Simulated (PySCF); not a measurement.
## CS2, singlet: cost against accuracy

Geometry (MP2(full)/6-31G*, from the G2/97 set):

```xyz
3

S     0.0000    0.0000    1.5611
C     0.0000    0.0000    0.0000
S     0.0000    0.0000   -1.5611
```

Measured, as an electronic atomization energy: 1162.4 kJ/mol (G2/97 heats of formation of molecule and atoms, with zero-point and thermal terms from B3LYP taken off; Curtiss et al., J. Chem. Phys. 106, 1063 (1997), Staroverov et al., J. Chem. Phys. 119, 12129 (2003)). The measured value holds scalar relativity and spin–orbit coupling, which all computed ones lack, and core correlation, which the wave-function levels lack. Atoms are taken at the same level; beside RHF, RMP2 and RCC rows they are unrestricted. The atoms' steps beyond CCSDT are taken from full CI of the atoms, which share full CI's core. PySCF 2.14.0; the 6-31G* set has Cartesian d functions; a miss is computed less measured; times are wall times on shared hosts and scatter by a factor of two or so; they hold the correlated step alone (with one SCF for RCCSD(T)), and functionals start from a converged Hartree–Fock density. B3LYP has the VWN-RPA form, and B2PLYP's MP2 part freezes the cores. A small miss in a small set is a cancellation of the method's error against the basis error.

| level | basis | miss (kJ/mol) | time of the run | hardware |
| --- | --- | --- | --- | --- |
| RHF | STO-3G | -471.8 | – | – |
| RMP2 | STO-3G | -45.8 | – | – |
| RCCSD(T) | STO-3G | -51.5 | 0.19 s | 1 CPU thread |
| RCCSDT(Q) | STO-3G | -48.2 | 1.4 s | 1 CPU thread |
| full CI | STO-3G | -47.9 | 0.35 s | 1 CPU thread |
| PBE | STO-3G | 302.7 | 1.3 s | 1 CPU thread |
| r2SCAN | STO-3G | 213.5 | 1.7 s | 1 CPU thread |
| B3LYP | STO-3G | 146.7 | 1.2 s | 1 CPU thread |
| B2PLYP | STO-3G | 69.2 | 1 s | 1 CPU thread |
| RHF | 6-31G | -721.4 | – | – |
| RMP2 | 6-31G | -301.1 | – | – |
| RCCSD(T) | 6-31G | -329.8 | 0.46 s | 1 CPU thread |
| PBE | 6-31G | -71.0 | 1.8 s | 1 CPU thread |
| r2SCAN | 6-31G | -135.0 | 2.9 s | 1 CPU thread |
| B3LYP | 6-31G | -192.3 | 1.9 s | 1 CPU thread |
| wB97M-V | 6-31G | -192.7 | 15 s | 1 CPU thread |
| B2PLYP | 6-31G | -233.7 | 1.6 s | 1 CPU thread |
| RMP2 | 6-31G* | -46.6 | – | – |
| RCCSDT(Q) | 6-31G* | -99.8 | 6.7 min | 1 CPU thread |
| r2SCAN | 6-31G* | 25.7 | 4.7 s | 1 CPU thread |
| B3LYP | 6-31G* | -26.6 | 2.8 s | 1 CPU thread |
| wB97M-V | 6-31G* | -9.2 | 18 s | 1 CPU thread |
| B2PLYP | 6-31G* | -35.5 | 2.7 s | 1 CPU thread |
| RHF | cc-pV(D+d)Z | -494.1 | – | – |
| RMP2 | cc-pV(D+d)Z | -37.2 | – | – |
| RCCSD(T) | cc-pV(D+d)Z | -111.1 | 2.5 s | 1 CPU thread |
| RCCSDT(Q) | cc-pV(D+d)Z | -106.6 | 15 min | 1 CPU thread |
| PBE | cc-pV(D+d)Z | 92.4 | 3.5 s | 1 CPU thread |
| r2SCAN | cc-pV(D+d)Z | 34.1 | 5.7 s | 1 CPU thread |
| B3LYP | cc-pV(D+d)Z | -15.1 | 3.4 s | 1 CPU thread |
| wB97M-V | cc-pV(D+d)Z | 4.8 | 19 s | 1 CPU thread |
| B2PLYP | cc-pV(D+d)Z | -25.7 | 3.3 s | 1 CPU thread |
| RHF | cc-pV(T+d)Z | -478.1 | – | – |
| RMP2 | cc-pV(T+d)Z | 33.3 | – | – |
| RCCSD(T) | cc-pV(T+d)Z | -48.5 | 40 s | 1 CPU thread |
| PBE | cc-pV(T+d)Z | 99.2 | 17 s | 1 CPU thread |
| r2SCAN | cc-pV(T+d)Z | 44.8 | 24 s | 1 CPU thread |
| B3LYP | cc-pV(T+d)Z | -5.1 | 17 s | 1 CPU thread |
| wB97M-V | cc-pV(T+d)Z | 11.2 | 49 s | 1 CPU thread |
| B2PLYP | cc-pV(T+d)Z | 3.3 | 20 s | 1 CPU thread |

A dash: the level came out of a higher level's run.
